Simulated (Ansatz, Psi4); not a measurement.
CH4 (methane): a line through the functionals

CH4: 5 atoms, total charge 0, spin state singlet. As SMILES, `C`. The shape is that of a PBE0-D4/def2-TZVP optimisation.

The HOMO–LUMO gap y, in eV, basis def2-TZVPP; a is the functional's share of exact exchange. Programs: Ansatz 0.2.0, Psi4 1.11.

```
functional  program     a  y (eV)
      BLYP   Ansatz     0   10.20
    revPBE   Ansatz     0   10.35
     TPSSh     Psi4   0.1   11.69
     B3LYP   Ansatz   0.2   12.07
   r2SCAN0   Ansatz  0.25   13.66
      PBE0   Ansatz  0.25       ?
     BHLYP   Ansatz   0.5   14.68
```

Q: Fit y = c + s·a to the known rows and predict PBE0.

A: 
1. Means of the 6 rows: a = 0.1750, y = 12.108.
2. Σ(Δa)² = 0.17875, Σ(Δa·Δy) = 1.6243, so the slope is 1.6243/0.17875 = 9.087.
3. Intercept: 12.108 − (9.087) × 0.1750 = 10.518. The largest residual of the fit is 0.87.
4. PBE0: 10.518 + (9.087) × 0.25 = 12.79 eV.

The run gave 12.68 eV, so the prediction is off by +0.11 eV, within the largest residual. Exact exchange lowers occupied levels and raises empty ones.
